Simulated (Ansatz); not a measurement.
Cartesian coordinates in Å:
```
C -0.425 0.722 0.122
N -0.276 -0.746 0.426
Al 0.981 -0.318 -0.667
H -1.332 0.999 -0.421
H -0.259 1.395 0.968
H -0.911 -1.212 1.049
H 2.222 -0.839 -1.477
```

Total charge 0; spin multiplicity 1.

(1) List the r2SCAN/def2-TZVPP orbital energies in eV (Ansatz). (Estimate.)

Answers

(1) Ansatz gave: Occupied: -1516.78, -384.35, -272.94, -110.35, -70.67, -70.51, -70.43, -21.90, -15.71, -12.40, -10.22, -9.66, -7.99, -5.82, -5.37. Lowest empty: -1.13, -0.76, 0.08, 2.36, 2.68, 3.52, 3.57, 4.12.
